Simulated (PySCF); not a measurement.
Atoms are numbered as in `[cH:1]1[cH:2][cH:3][o:4][cH:5]1` (H(Xn): hydrogen on atom n).

[PySCF 2.14.0 with density-fitted response routines: shielding tensors at PBE0/pcSseg-1 (GIAO); geometry from GFN2-xTB; averaged over atoms made equivalent by symmetry, fast rotation or ring inversion; no relativistic terms; gas phase; one computed conformer]

Task: List the cross peaks expected in HSQC, COSY and HMBC spectra.

Result: 

HSQC (one-bond C–H):
| δH | δC |
| --- | --- |
| 7.57 (H(C3)/H(C5)) | 147.1 (C3/C5) |
| 6.70 (H(C1)/H(C2)) | 116.7 (C1/C2) |

COSY cross peaks (H two or three bonds apart, from the bond graph; peaks can be absent where the dihedral angle is near 90°):
| δH | δH |
| --- | --- |
| 7.57 (H(C3)/H(C5)) | 6.70 (H(C1)/H(C2)) |

HMBC (two and three bonds, from the bond graph):
| δH | δC |
| --- | --- |
| 7.57 (H(C3)/H(C5)) | 147.1 (C3/C5), 116.7 (C1/C2) |
| 6.70 (H(C1)/H(C2)) | 147.1 (C3/C5), 116.7 (C1/C2) |

δ = σ(ref) − σ, references computed at the same level: 1H (σ = 31.72 ppm), 13C (σ = 186.93 ppm) against TMS.

Shifts are as computed. Against solution values, carbons near 30 ppm lie about +3 ppm off and those near 130 ppm about +5 ppm. Of 246 compounds with measured shifts, 49 miss one by over three times the rms of a fit or turn the order of signals round; such compounds aren't used in these exercises.
